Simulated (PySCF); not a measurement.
C2H3FS.
Cartesian coordinates in Å at the PBE0-D3(BJ)/def2-SVP level; atoms count from 1:
```
atom  x, y, z in Å
F1    -1.0112    0.6087    1.2500
C2    -0.6279    0.1781    0.0124
C3     0.8118   -0.2253    0.0042
S4     1.5493   -0.9704   -1.2200
H5    -1.2620   -0.6693   -0.3022
H6    -0.7773    0.9936   -0.7201
H7     1.3516    0.0559    0.9259
```

Computed with PySCF, PBE0-D3(BJ)/def2-SVP geometry optimisation, gas phase.

Masses are those of the commonest isotopes; rigid-rotor values at the optimised geometry. The values belong to one conformer with, in the numbering `[F:1][CH2:2][CH:3]=[S:4]`, F1–C2–C3–S4 171°.

What are A, B and C (MHz)?

Ia = 12.64, Ib = 199.48, Ic = 208.52 u·Å²; 505379 MHz·u·Å²/I gives A = 39997, B = 2534, C = 2424 MHz.

What kind of rotor is it?

A near-prolate asymmetric top: κ = (2 × 2534 − 39997 − 2424)/(39997 − 2424) = -0.99.

Is it planar, by Δ = Ic − Ia − Ib?

Not planar: Δ = Ic − Ia − Ib = -3.59 u·Å². For a rigid frame Δ = −2 Σ m c², so Σ m c² = 1.80 u·Å² lies off the ab plane: 1.64 from hydrogen and 0.16 from heavier atoms. The atom farthest from that plane is 0.99 Å away.

List the rotational levels J(Ka,Kc) to J = 3 (MHz).

Above 0(0,0):
J = 1: 1(0,1) 4957, 1(1,1) 42421, 1(1,0) 42530
J = 2: 2(0,2) 14871, 2(1,2) 52225, 2(1,1) 52555, 2(2,1) 164945, 2(2,0) 164945
J = 3: 3(0,3) 29742, 3(1,3) 66932, 3(1,2) 67591, 3(2,2) 179817, 3(2,1) 179818, 3(3,1) 367409, 3(3,0) 367409
Those of J = 1 are B + C, A + C and A + B.

Predict some low-J microwave lines.

The dipole components are |μa| = 0.55 D, |μb| = 0.50 D, |μc| = 0.26 D. The squared components, which scale the intensities, stand as 1.00 : 0.85 : 0.23 (a : b : c). Some lines, for components of 0.1 D or more:

```
type  branch         J(Ka,Kc)     MHz  lower level (cm⁻¹)
   a       Q  2(1,1) ← 2(1,2)     330               1.742
   a       R  1(0,1) ← 0(0,0)    4957               0.000
   a       R  2(1,2) ← 1(1,1)    9805               1.415
   a       R  2(0,2) ← 1(0,1)    9914               0.165
   a       R  2(1,1) ← 1(1,0)   10024               1.419
   c       Q  2(1,2) ← 2(0,2)   37354               0.496
   c       Q  1(1,1) ← 1(0,1)   37463               0.165
   b       Q  1(1,0) ← 1(0,1)   37573               0.165
   b       Q  2(1,1) ← 2(0,2)   37683               0.496
   b       R  1(1,1) ← 0(0,0)   42421               0.000
   c       R  1(1,0) ← 0(0,0)   42530               0.000
   b       R  2(1,2) ← 1(0,1)   47268               0.165
   c       R  2(1,1) ← 1(0,1)   47598               0.165
   c       Q  2(2,1) ← 2(1,1)  112390               1.753
   b       Q  2(2,0) ← 2(1,1)  112391               1.753
   b       R  2(2,1) ← 1(1,0)  122415               1.419
   c       R  2(2,0) ← 1(1,0)  122415               1.419
   c       R  2(2,1) ← 1(1,1)  122524               1.415
   b       R  2(2,0) ← 1(1,1)  122525               1.415
```

No PBE0-D3(BJ)/def2-SVP frequencies stand behind this structure, so it isn't proved a minimum. Constants of a rigid frame at the computed geometry: no zero-point averaging, no centrifugal distortion.

Time: 9.0 s; peak memory 0.32 GiB. Hardware: one thread, Arm Neoverse V1 (aarch64), no GPU, shared host with 32 logical CPUs at a one-minute load of 11. These figures are those of the optimisation.
